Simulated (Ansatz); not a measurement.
Geometry optimisation, RKS B3LYP-D4/def2-SVP (Ansatz 0.2.0).

The input (input.yaml):

```yaml
crystal:
  periodic: [false, false, false]
  atoms:
    - { symbol: B, position_ang: [0.0, 0.0, 0.0] }
    - { symbol: Cl, position_ang: [0.0, 0.0, 2.21] }
    - { symbol: H, position_ang: [1.0305, 0.0, -0.595] }
    - { symbol: H, position_ang: [-1.0305, 0.0, -0.595] }
    - { symbol: Si, position_ang: [0.094, -2.1331, 0.7095] }
    - { symbol: H, position_ang: [-0.6959, -2.9783, -0.1812] }
    - { symbol: H, position_ang: [1.4817, -2.5871, 0.7061] }
    - { symbol: H, position_ang: [-0.4425, -2.2202, 2.0645] }
    - { symbol: H, position_ang: [0.0569, -1.2896, 1.8528] }
basis:
  gaussian: { orbitals: def2-SVP }
hamiltonian:
  xc: b3lyp
  dispersion: d4
relax:
  f_tol: 0.15
  max_steps: 25
  restrain:
    - { distance: [0, 4], at: 3.15, k: 30.0 }
    - { distance: [8, 1], at: 2.57, k: 30.0 }
    - { distance: [0, 1], at: 1.86, k: 30.0 }
    - { distance: [8, 4], at: 1.46, k: 30.0 }
```

Command:

```bash
$ ansatz run input.yaml --threads 1 --pin off --max-ram 2048MiB --backend cpu --events-out ev --progress --plain --runs-dir out
```

Where does it end, and by what steps?

It converged. The restraints hold the end off the free minimum. After 10 steps the energy has fallen by 5.006 eV (the restraints' own energy left out); Cl2 moved furthest, 1.38 Å. Parted: Cl2–H9 (1.34 → 2.58 Å).

| step | energy less start (eV) | largest force component (eV/Å) | accepted |
| --- | --- | --- | --- |
| 0 | 0.0000 | 7.951 | yes |
| 1 | -0.2512 | 5.188 | yes |
| 2 | -0.1236 | 3.106 | yes |
| 3 | -0.2038 | 3.613 | yes |
| 4 | -0.8657 | 3.117 | yes |
| 5 | -2.0024 | 2.212 | yes |
| 6 | -3.0297 | 2.134 | yes |
| 7 | -3.9553 | 1.763 | yes |
| 8 | -4.6392 | 1.222 | yes |
| 9 | -4.9745 | 0.995 | yes |
| 10 | -5.0062 | 1.028 | yes |

```xyz
9
Properties=species:S:1:pos:R:3
B -0.024 0.376 0.179
Cl -0.014 1.302 1.749
H 1.032 0.167 -0.347
H -1.085 0.183 -0.341
Si 0.120 -2.664 0.980
H -0.700 -3.114 -0.175
H 1.554 -2.980 0.749
H -0.363 -3.276 2.245
H -0.024 -1.202 1.133
```

Time of the run: 32 s on 1 thread of Arm Neoverse V2, with other jobs on the host, peak memory 0.15 GiB.
